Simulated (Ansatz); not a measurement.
# CH3BS: ladder of basis sets, by script

How does the energy of CH3BS converge with the basis? The task is a ladder of basis sets, for CH3BS. SMILES: BC=S.

Program: Ansatz 0.2.0, driven from Python. The levels of theory stand in the script. These are calculated values, not measurements.

## Step 1: The structure

Bond lengths: B1–C2 1.530 Å, C2–S3 1.408 Å, B1–H4 1.128 Å, B1–H5 1.247 Å, C2–H6 1.103 Å. Angles: B1–C2–S3 117.6°, B1–C2–H6 121.8°, S3–C2–H6 120.6°, C2–B1–H4 123.1°, C2–B1–H5 118.0°, H4–B1–H5 118.8°.

No structure file is read: the coordinates are typed or built in the script.

## Step 2: The script

basis.py reads:

```python
"""Basis-set convergence for CH3BS."""

from dataclasses import dataclass
import logging
import sys

import ansatz as az
from ase import Atoms

logging.basicConfig(stream=sys.stdout, format="%(name)s: %(message)s")
log = logging.getLogger("calc")
log.setLevel(logging.INFO)


@dataclass
class Options:
    level: str = "mp2"


cfg = Options()


def main() -> None:
    atoms = Atoms(["B", "C", "S", "H", "H", "H"], positions=[
        (-0.5838, -0.2446, -0.4434),
        (0.5679, 0.2669, 0.4236),
        (1.4552, -0.686, 0.9583),
        (-0.7345, -1.3359, -0.6876),
        (-1.3769, 0.5931, -0.9173),
        (0.7142, 1.3424, 0.6202),
    ])
    molecule = az.Crystal.molecule_from_ase(atoms)

    base = molecule.calculation().correlation(cfg.level)

    energies = {}
    for basis in ["cc-pVDZ", "cc-pVTZ"]:
        summary = base.basis(gaussian=basis).run().report
        size = summary["n_frozen"] + summary["n_occupied"][0] + summary["n_virtual"][0]
        energies[basis] = (summary["reference_energy_ev"] / 27.211386246, summary["free_energy_ev"] / 27.211386246)
        log.info(f"{basis:14s} {size:4d} orbitals  reference {energies[basis][0]:14.6f} Ha  total {energies[basis][1]:14.6f} Ha")

    # correlation energy at the basis limit from E(X) = E + A / X^3
    small, large = (energies[b][1] - energies[b][0] for b in ("cc-pVDZ", "cc-pVTZ"))
    limit = (3 ** 3 * large - 2 ** 3 * small) / (3 ** 3 - 2 ** 3)
    log.info(f"correlation energy: {small:.6f} and {large:.6f} Ha, extrapolated {limit:.6f} Ha")
    log.info(f"share caught by the larger set: {100 * large / limit:.1f} %")


if __name__ == "__main__":
    main()
```

## Step 3: What the engine is handed

The package turns the script's settings into the engine's input (first run):

```yaml
crystal:
  periodic: [false, false, false]
  atoms:
    - { symbol: B, position_ang: [-0.5838, -0.2446, -0.4434] }
    - { symbol: C, position_ang: [0.5679, 0.2669, 0.4236] }
    - { symbol: S, position_ang: [1.4552, -0.686, 0.9583] }
    - { symbol: H, position_ang: [-0.7345, -1.3359, -0.6876] }
    - { symbol: H, position_ang: [-1.3769, 0.5931, -0.9173] }
    - { symbol: H, position_ang: [0.7142, 1.3424, 0.6202] }
basis:
  gaussian:
    orbitals: cc-pVDZ
correlation:
  method: mp2
```

## Step 4: Launch

Command:

```bash
> python basis.py
```

What it wrote:

```text
calc: cc-pVDZ          61 orbitals  reference    -461.716640 Ha  total    -462.048299 Ha
calc: cc-pVTZ         136 orbitals  reference    -461.756100 Ha  total    -462.176114 Ha
calc: correlation energy: -0.331659 and -0.420014 Ha, extrapolated -0.457217 Ha
calc: share caught by the larger set: 91.9 %
```

Run time: 3.2 s. Hardware: 1 thread of Arm Neoverse V1, shared host; peak memory 0.26 GiB.

## Step 5: Inputs of later runs

The engine's inputs for the other runs:

Run 2, against run 1:

```diff
@@ -12 +12 @@
-    orbitals: cc-pVDZ
+    orbitals: cc-pVTZ
```

## Step 6: The engine's runs

One row for each of the 2 runs:

```
run    basis  energy (eV)  iterations in all  CPU time (s)
  1  cc-pVDZ  -12572.9747                 11           0.5
  2  cc-pVTZ  -12576.4528                 11             2
```

Correlation energies (total less mean field):

```
  basis  correlation (eV)  share of the last  miss against the last (eV)  CPU time (s)
cc-pVDZ            -9.025             79.0 %                      +2.404           0.5
cc-pVTZ           -11.429            100.0 %                      +0.000             2
```

## Step 7: Outcome

| quantity | value |
| --- | --- |
| extrapolated correlation energy | -0.457217 Ha |
| runs compared | 2 |
| correlation energy, last run | -11.429 eV |

Against cc-pVDZ: cc-pVTZ -127.8 mHa. The last step alone is -127.82 mHa. The geometry is a force-field or estimated start, not a minimum of this method, and the last set is no limit. Much of the fall in a total is atomic energy, which cancels in bond and reaction energies. Inner cores stay frozen, so this is valence correlation. For Al to Cl the sets with a tight d function, cc-pV(X+d)Z, are usual. An extrapolation from small basis sets is rough.
